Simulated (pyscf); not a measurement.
`[OH][Ta]([F])([F])([F])[F]` -> `[O]=[Ta]([F])([F])[F]` + `[FH]`, an elimination (singlet surface; H–O, F–Ta broken, F–H formed). Single points on ωB97X-D3(BJ)/def2-SVP structures (PySCF, gas phase). Energies in kJ/mol from the reactant's lowest minimum found.

Small-basis levels: PySCF, no dispersion term, spherical d functions. 

Q: Quick B3LYP/6-31G*+LANL2DZ single points give ΔE‡ = 119.4 kJ/mol and ΔE = +169.8 kJ/mol. What does ωB97M-D3(BJ)/def2-TZVP give, and how far is the quick result from it?

A: ωB97M-D3(BJ)/def2-TZVP gives ΔE‡ = 129.6 kJ/mol and ΔE = +146.9 kJ/mol. B3LYP/6-31G*+LANL2DZ lies 10.2 kJ/mol under it in the barrier and 22.8 kJ/mol over it in the reaction energy, so on this step it does not hold to within 12.6 kJ/mol. ωB97M-D3(BJ)/def2-TZVP has limits of its own. On the product side the descent ends in an adduct with a F–Ta contact, 45.5 kJ/mol under the separated species and 23.0 kJ/mol under the saddle at ωB97X-D3(BJ)/def2-TZVP. At ωB97M-D3(BJ) the saddle lies under the separated products, which points to a path from their complex (located at ωB97X-D3(BJ) alone), and parting the products costs more than the saddle. What is counted as broken (F–Ta) persists as a longer contact in the product adduct; parting that adduct is a step of its own. At the saddle there is also a short H–Ta contact that neither side keeps. This is the saddle that the search found; another between the same sides may lie lower. Elements past Kr carry the def2 core potentials, without spin-orbit coupling.
